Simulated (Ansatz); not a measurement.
A run of Ansatz (development build ahead of 0.2.0) on singlet CH₂ at this shape:

```xyz
3

C     0.0473   -0.0721   -0.1255
H    -0.0184    0.9109    0.6502
H     0.1560   -0.8733    0.5090
```

Its results:

* Converged: yes
* Reference energy: -38.86960 hartree
* Correlation energy: -0.11618 hartree
* Total energy: -38.98578 hartree
* Spin squared of the determinant: 0.000

Question: Which input gives this output? Name the method, the orbitals and the basis set, and write the input.

Answer: RHF-MP2 in aug-cc-pVDZ. An unrestricted run that stays on the closed shell gives the same numbers.

```yaml
crystal:
  periodic: [false, false, false]
  atoms:
    - { symbol: C, position_ang: [0.04726, -0.07207, -0.12555] }
    - { symbol: H, position_ang: [-0.01835, 0.91088, 0.6502] }
    - { symbol: H, position_ang: [0.15605, -0.87335, 0.50899] }
basis:
  gaussian: { orbitals: aug-cc-pVDZ }
hamiltonian:
  xc: hf
correlation:
  method: mp2
  frozen_orbitals: { C: 1, H: 0 }
```

Caution: another spin multiplicity may lie lower.
